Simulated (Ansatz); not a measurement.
Base system: Ni in the fcc (Cu type) structure (space group Fm-3m, No. 225; a = 3.519 Å; ferromagnetic).

Computed with PBE, PAW, 420 eV (Ansatz, an electronic-structure program; scalar-relativistic without spin-orbit coupling), earlier PAW set.

Perturbation: Cu takes the place of Ni on all its sites; the structure is relaxed again.

Measured lattice parameter a: Ni 3.508 Å (static lattice; corrected from measurement; as listed in Daniel Mejia-Rodriguez, S. B. Trickey, Phys. Rev. B (2018)); Cu 3.595 Å (static lattice; corrected from measurement; as listed in Gábor I. Csonka et al., Physical Review B (2009)).

Problem. How well does PBE reproduce the measured shift?

Solution. With PBE the lattice parameter a moves by +0.110 Å (3.519 → 3.629) against +0.087 Å measured.

Other magnetic orders, which the real material may have, were not ruled out. Stability against distortions was not tested. Spin-polarised in the final run: base; the other runs are not.
